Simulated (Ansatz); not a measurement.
Input file:

```yaml
crystal:
  periodic: [false, false, false]
  atoms:
    - {symbol: Al, position_ang: [-1.101970, 0.000000, 0.734771]}
    - {symbol: Al, position_ang: [1.093526, 0.000000, -0.796828]}
    - {symbol: H, position_ang: [0.226045, 0.000000, 1.661207]}
basis:
  gaussian: {orbitals: def2-SVP}
magnetization: {spin_polarized: false, initial_magnetization: 1}
correlation: {active_space: {ras: {orbitals: [3, 1, 27], electrons: 4, max_holes: 2, max_particles: 2}, fixed_orbitals: true}}
```

```sh
$ ansatz run in.yaml --threads 1 --pin off --events-out ev --progress --plain --max-ram 2393MiB
```

Problem. How does this run end?

Solution. Stopped by an error. The input was made wrong on purpose (electron count of the space is wrong), so the run isn't a sound calculation of what was asked.
```
369 factors; integrals over basis functions are off by at most 8.5e-4 eV
mean field evaluation 1: about -13174.0920 eV, gradient 7.3e0 eV
mean field evaluation 2: about -13174.0959 eV, gradient 7.3e0 eV
mean field evaluation 4: about -13174.6714 eV, gradient 1.0e0 eV
mean field evaluation 8: about -13174.7220 eV, gradient 1.4e-1 eV
mean field evaluation 16: about -13174.7398 eV, gradient 2.6e-1 eV
mean field evaluation 32: about -13174.7231 eV, gradient 5.1e-6 eV
mean field evaluation 64: about -13174.9217 eV, gradient 2.6e-6 eV
mean field -13174.92173820 eV, -484.1694435962 hartree, gradient 2.6e-6 eV, S^2 0.750000; 9 other end points of the search recorded, 0 dependent functions left out
reference -13174.92173820 eV, -484.1694435962 hartree; 14, 13 occupied and 27, 28 virtual orbitals, 369 factors
Error: 4 electrons in 31 orbitals form no window around the highest filled level of the reference
```
